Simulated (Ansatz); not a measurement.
SiH4, singlet: CASSCF and its corrections

Computed with Ansatz's Gaussian-basis code (development build). Basis cc-pV(T+d)Z on Si, cc-pVTZ on H, nonrelativistic, no frozen core. State-specific CASSCF; RHF is the lowest restricted (open-shell) Hartree–Fock solution met. No symmetry is imposed, so a solution can break that of the shape. Lower solutions, or ones in other orbitals, may exist.

Geometry:

```xyz
5

Si    0.0000    0.0000    0.0000
H     0.9846    0.9846    0.9846
H    -0.8561   -0.8561    0.8561
H    -0.8561    0.8561   -0.8561
H     0.8561   -0.8561   -0.8561
```

**Question.** What do CASSCF and its corrections give against RHF in CAS(2,2), and what are the occupations?

**Answer.** CASSCF -0.477 eV, SC-NEVPT2 -6.860 eV; occupations 1.97, 0.03.
